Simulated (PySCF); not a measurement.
**One shape, several levels: CF3 (trifluoromethyl radical)**

Aim: a comparison of 6 runs (U-wB97X-V/STO-6G, UB2PLYP/STO-6G, UPBE/STO-6G, USVWN5/STO-6G, NEVPT2(3,3)/STO-6G, UCISD/STO-6G) of CF3 (trifluoromethyl radical). 

The calculation is run with PySCF 2.14.0.

2 further runs of the same task are left out: 2 set aside as unsound or not needed.

### 1 The molecule

CF3: 4 atoms, total charge 0, spin state doublet. As SMILES, `F[C](F)F`. Geometry: relaxed at PBE0-D4/def2-TZVP.

Bond lengths: F1–C2 1.313 Å, C2–F3 1.313 Å, C2–F4 1.313 Å. Angles: F1–C2–F3 111.4°, F1–C2–F4 111.4°, F3–C2–F4 111.4°.

### 2 A single-point energy at U-wB97X-V/STO-6G (run 1)

The input, mol.xyz:

```xyz
4
CF3
F     -1.227500     0.024900     0.265400
C     -0.039500    -0.059500    -0.286700
F      0.658900    -1.044900     0.227300
F      0.608100     1.079500    -0.205900
```

The input, calc.py:

```python
from pyscf import gto, dft

mol = gto.Mole()
mol.atom = 'mol.xyz'
mol.max_memory = 1860
mol.spin = 1
mol.verbose = 4
mol.basis = 'sto-6g'
mol.build()

myscf = dft.UKS(mol, xc='wb97x-v')
myscf.grids.level = 5
myscf.nlcgrids.level = 1
myscf.conv_tol = 1e-10
myscf.kernel()
if not myscf.converged:
    myscf = myscf.newton().run(myscf.mo_coeff, myscf.mo_occ)

e_tot = myscf.e_tot
print('Final energy', e_tot)
```

On the command line:

```
$ OMP_NUM_THREADS=1 python calc.py
```

Standard output:

```text
PySCF version 2.14.0

[... 64 lines left out ...]
WARN: HOMO -0.0919870794552989 >= LUMO -0.0919870794552968
[... 42 lines left out ...]
converged SCF energy = -335.842765789847  <S^2> = 0.75136939  2S+1 = 2.0013689
Final energy -335.84276578984714
```

Run time: 22 s. Hardware: 1 thread of Arm Neoverse V2, shared host; peak memory 0.21 GiB.

### 3 The energy at UB2PLYP/STO-6G (run 2)

The input, input.py:

```python
from pyscf import gto, dft, mp

mol = gto.Mole()
mol.atom = 'F -1.227500 0.024900 0.265400; C -0.039500 -0.059500 -0.286700; F 0.658900 -1.044900 0.227300; F 0.608100 1.079500 -0.205900'
mol.spin = 1
mol.charge = 0
mol.verbose = 3
mol.basis = 'sto-6g'
mol.max_memory = 1860
mol.build()

calc0 = dft.UKS(mol, xc='0.53*HF + 0.47*B88, 0.73*LYP')
calc0.conv_tol = 1e-10
calc0.grids.level = 5
calc0.kernel()
if not calc0.converged:
    calc0 = calc0.newton().run(calc0.mo_coeff, calc0.mo_occ)

pt = mp.MP2(calc0, frozen=4).run()
etot = calc0.e_tot + 0.27 * pt.e_corr
print('PT2 part  %.8f' % (0.27 * pt.e_corr))
print('E = %.10f Eh' % etot)
```

On the command line:

```
$ OMP_NUM_THREADS=1 python input.py
```

Standard output:

```text
WARN: HOMO -0.0985187263178627 >= LUMO -0.0985187263178626

converged SCF energy = -335.492128236539  <S^2> = 0.75247978  2S+1 = 2.0024782
E(UMP2) = -335.623018910591  E_corr = -0.130890674052778
E(SCS-UMP2) = -335.622733480741  E_corr = -0.130605244202393
PT2 part  -0.03534048
E = -335.5274687185 Eh
```

Wall time 5.1 s (1 thread of Arm Neoverse V2, shared host); peak memory 0.21 GiB.

Runs 3 to 5 aren't shown in full; the table further down has their settings and results.

### 4 The energy at UCISD/STO-6G (run 6)

The input, job.py:

```python
from pyscf import gto, ci

system = gto.M(
    atom=[
    ('F', (-1.227500, 0.024900, 0.265400)),
    ('C', (-0.039500, -0.059500, -0.286700)),
    ('F', (0.658900, -1.044900, 0.227300)),
    ('F', (0.608100, 1.079500, -0.205900)),
],
    verbose=3,
    basis='sto-6g',
    max_memory=1860,
    spin=1,
)

calc0 = system.UHF()
calc0.conv_tol = 1e-10
calc0.kernel()
if not calc0.converged:
    calc0 = calc0.newton().run(calc0.mo_coeff, calc0.mo_occ)

cisd = ci.CISD(calc0, frozen=4)
cisd.kernel()
etot = cisd.e_tot
print('Final energy', etot)
```

On the command line:

```
$ OMP_NUM_THREADS=1 python job.py
```

Standard output:

```text
converged SCF energy = -334.620357293942  <S^2> = 0.75445126  2S+1 = 2.0044463
E(UCISD) = -334.7277257477759  E_corr = -0.107368453833696
Final energy -334.72772574777593
```

It took 0.9 s on 1 thread of Arm Neoverse V2, shared host; peak memory 0.12 GiB.

### 5 All runs side by side

```
run               level  nlc grid  frozen core orbitals  energy (Eh)  dipole moment (D) of the reference  HOMO energy (eV)  LUMO energy (eV)  wall time
  1    U-wB97X-V/STO-6G         1                     –  -335.842766                                0.13             -5.56              4.25       22 s
  2      UB2PLYP/STO-6G         –                     4  -335.527469                                0.07             -5.41              3.33      5.1 s
  3         UPBE/STO-6G         –                     –  -335.584493                                0.31             -0.83              0.86      4.5 s
  4       USVWN5/STO-6G         –                     –  -333.604516                                0.34             -0.66              0.73      2.8 s
  5  NEVPT2(3,3)/STO-6G         –                     –  -334.711860                                0.40                 –                 –      1.4 s
  6        UCISD/STO-6G         –                     4  -334.727726                                0.39             -9.02              6.70      0.9 s
```

### 6 Outcome

| quantity | value |
| --- | --- |
| run 6: total energy | -334.72773 Eh |
| run 6: dipole moment (Hartree–Fock density) | 0.39 D |
| run 6: HOMO energy (Hartree–Fock orbitals) (highest over α and β) | -9.02 eV |
| run 6: LUMO energy (Hartree–Fock orbitals) (lowest over α and β) | 6.70 eV |
| run 6: correlation energy (4 core orbitals frozen) | -107.4 mEh |
| run 6: ⟨S²⟩ of the reference determinant | 0.754 |

**Reading.** Over runs 1, 2, 3, 4 the dipole moment (its size) runs from 0.07 D (UB2PLYP/STO-6G) to 0.34 D (USVWN5/STO-6G). The two dipoles point in opposite directions. A double hybrid's value is that of its SCF part. Totals of different functionals can't be ranked against each other. In runs 1, 2, 3, 4, 5, 6 the basis is minimal, so the values are rough. All runs together took 36 s, the longest 22 s.
